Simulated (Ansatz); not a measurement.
**BCCD(T)/aug-pcseg-1 (sfX2C, accuracy low) run of H3Si− (SMILES [SiH3-])**

Aim: the adiabatic ionisation energy of H3Si− at BCCD(T)/aug-pcseg-1 (sfX2C, accuracy low), from 2 runs. 

Program for the calculation: Ansatz 0.2.0.

### Step 1. The system as given

H3Si−: 4 atoms, total charge -1, spin state singlet. SMILES: `[SiH3-]`. Geometry: relaxed at PBE0-D4/def2-TZVPD. The run starts from this shape.

Bond lengths: Si1–H2 1.546 Å, Si1–H3 1.546 Å, Si1–H4 1.546 Å. Angles: H2–Si1–H3 94.1°, H2–Si1–H4 94.1°, H3–Si1–H4 94.1°.

### Step 2. A geometry optimisation at BCCD(T)/aug-pcseg-1 (sfX2C, accuracy low)

run.yaml reads:

```yaml
crystal:
  periodic: [false, false, false]
  atoms:
    - {symbol: Si, position_ang: [0.539700, -0.050700, -0.300900]}
    - {symbol: H, position_ang: [0.426600, 0.622300, 1.085900]}
    - {symbol: H, position_ang: [-0.298500, -1.283700, 0.106800]}
    - {symbol: H, position_ang: [-0.667800, 0.712200, -0.891800]}
basis:
  gaussian: {orbitals: aug-pcseg-1.json}
total_charge: -1
hamiltonian: {pseudopotentials: {relativity: scalar}}
correlation: {method: bccd_t, electrons: outside_noble_gas, diis_vectors: 2}
accuracy: low
scf: {lower_state_search: light}
relax: {}
output: {orbitals: {seedname: orbitals}}
```

The basis set aug-pcseg-1 is read from a file made from the Basis Set Exchange's data (not shown).

Started as:

```console
$ ansatz run run.yaml --threads 1 --pin off --max-ram 2610MiB --events-out events.jsonl --progress --plain --runs-dir runs
```

What it wrote:

```text
Warning: RAYON_NUM_THREADS=1 ignored (pool sized by the plan → 1); use --threads N
The last accepted step is kept in runs//last_step.txt (removed where the run ends without a failure and the disk answers)
[... 11 lines left out ...]
5 core orbitals not correlated: weight in the atoms' cores, before any rotation towards them, 1.000 or more for the frozen orbitals, at most 0.000 for the correlated occupied ones
[... 21 lines left out ...]
5 core orbitals not correlated: weight in the atoms' cores, before any rotation towards them, 1.000 or more for the frozen orbitals, at most 0.000 for the correlated occupied ones
[... 23 lines left out ...]
5 core orbitals not correlated: weight in the atoms' cores, before any rotation towards them, 1.000 or more for the frozen orbitals, at most 0.000 for the correlated occupied ones
[... 22 lines left out ...]
5 core orbitals not correlated: weight in the atoms' cores, before any rotation towards them, 1.000 or more for the frozen orbitals, at most 0.000 for the correlated occupied ones
[... 22 lines left out ...]
5 core orbitals not correlated: weight in the atoms' cores, before any rotation towards them, 1.000 or more for the frozen orbitals, at most 0.000 for the correlated occupied ones
[... 18 lines left out ...]
Total energy: -7927.03651744 eV, -291.3132188777 hartree
[... 5 lines left out ...]
Dipole moment:    -0.092151     0.008660     0.051386 e Å
```

It took 11 s on 1 thread of Arm Neoverse V2, shared host; peak memory 0.2 GiB.

The path in brief:

| step | energy from the first frame kept (eV) | largest force (eV/Å) |
| --- | --- | --- |
| 1 | 0.0000 | 0.2484 |
| 2 | -0.0024 | 0.0731 |
| 3 | -0.0032 | 0.0725 |
| 4 | -0.0035 | 0.0004 |

After the run. Bond lengths: Si1–H2 1.540 Å, Si1–H3 1.540 Å, Si1–H4 1.540 Å. Angles: H2–Si1–H3 95.5°, H2–Si1–H4 95.5°, H3–Si1–H4 95.5°.

### Step 3. Doublet neutral H3Si, same level

Edit run.yaml of step 2 so:

```diff
@@ -9,3 +9,3 @@
   gaussian: {orbitals: aug-pcseg-1.json}
-total_charge: -1
+magnetization: {spin_polarized: true, initial_magnetization: 1}
 hamiltonian: {pseudopotentials: {relativity: scalar}}
```

The basis set aug-pcseg-1 is read from a file made from the Basis Set Exchange's data (not shown).

Started as:

```console
$ ansatz run run.yaml --threads 1 --pin off --max-ram 2610MiB --events-out events.jsonl --progress --plain --runs-dir runs
```

What it wrote (excerpt; [...] marks lines left out):

```text
Warning: RAYON_NUM_THREADS=1 ignored (pool sized by the plan → 1); use --threads N
[...]
5 core orbitals not correlated: weight in the atoms' cores, before any rotation towards them, 1.000 or more for the frozen orbitals, at most 0.000 for the correlated occupied ones
[...]
5 core orbitals not correlated: weight in the atoms' cores, before any rotation towards them, 1.000 or more for the frozen orbitals, at most 0.000 for the correlated occupied ones
[...]
5 core orbitals not correlated: weight in the atoms' cores, before any rotation towards them, 1.000 or more for the frozen orbitals, at most 0.000 for the correlated occupied ones
[...]
5 core orbitals not correlated: weight in the atoms' cores, before any rotation towards them, 1.000 or more for the frozen orbitals, at most 0.000 for the correlated occupied ones
[...]
5 core orbitals not correlated: weight in the atoms' cores, before any rotation towards them, 1.000 or more for the frozen orbitals, at most 0.000 for the correlated occupied ones
[...]
5 core orbitals not correlated: weight in the atoms' cores, before any rotation towards them, 1.000 or more for the frozen orbitals, at most 0.000 for the correlated occupied ones
[...]
Total energy: -7925.95365045 eV, -291.2734242498 hartree
[...]
Dipole moment:     0.006699    -0.000630    -0.003736 e Å
```

Run time: 29 s. Hardware: 1 thread of Arm Neoverse V2, shared host; peak memory 0.32 GiB.

The path in brief:

| step | energy from the first frame kept (eV) | largest force (eV/Å) |
| --- | --- | --- |
| 1 | 0.0000 | 3.5711 |
| 2 | -0.5317 | 1.2599 |
| 3 | -0.5883 | 0.2438 |
| 4 | -0.6015 | 0.0438 |
| 5 | -0.6017 | 0.0013 |

After the run. Bond lengths: Si1–H2 1.481 Å, Si1–H3 1.481 Å, Si1–H4 1.481 Å. Angles: H2–Si1–H3 111.2°, H2–Si1–H4 111.2°, H3–Si1–H4 111.2°.

### Step 4. What came out

Level: BCCD(T)/aug-pcseg-1 (sfX2C, accuracy low), 5 core orbitals frozen.

| quantity | value |
| --- | --- |
| singlet H3Si−: total energy at the end | -291.31322 Eh |
| singlet H3Si−: HOMO energy (Hartree–Fock orbitals) | -1.81 eV |
| singlet H3Si−: LUMO energy (Hartree–Fock orbitals) | 3.91 eV |
| singlet H3Si−: HOMO–LUMO gap (Hartree–Fock orbitals) | 5.72 eV |
| singlet H3Si−: correlation energy (5 core orbitals frozen) | -150.9 mEh |
| singlet H3Si−: (T) correction | -4.31 mEh |
| singlet H3Si−: T1 diagnostic | 0.016 |
| doublet neutral H3Si: total energy at the end | -291.27342 Eh |
| doublet neutral H3Si: dipole moment (correlated density) | 0.04 D |
| doublet neutral H3Si: HOMO energy (Hartree–Fock orbitals) (highest over α and β) | -9.14 eV |
| doublet neutral H3Si: LUMO energy (Hartree–Fock orbitals) (lowest over α and β) | 0.58 eV |
| doublet neutral H3Si: correlation energy (5 core orbitals frozen) | -118.6 mEh |
| doublet neutral H3Si: (T) correction | -2.34 mEh |
| doublet neutral H3Si: ⟨S²⟩ | 0.754 |
| doublet neutral H3Si: T1 diagnostic | 0.013 |
| adiabatic ionisation energy (to the doublet neutral, no zero-point term) | 1.083 eV |

**Reading.** The adiabatic ionisation energy (to the doublet neutral, no zero-point term) is 1.08 eV (25 kcal/mol). The optimisation (singlet H3Si−) took 3 steps and changed the energy by -0.003 eV. The triples (singlet H3Si−) make up 2.9 % of the correlation energy. The accuracy setting (singlet H3Si−) is loose, so the last digits carry no meaning. The optimisation (doublet neutral H3Si) took 4 steps and changed the energy by -0.602 eV. Mulliken charges (doublet neutral H3Si) run from -0.13 on H2 to +0.39 on Si1; in a basis this large or diffuse they mean little.
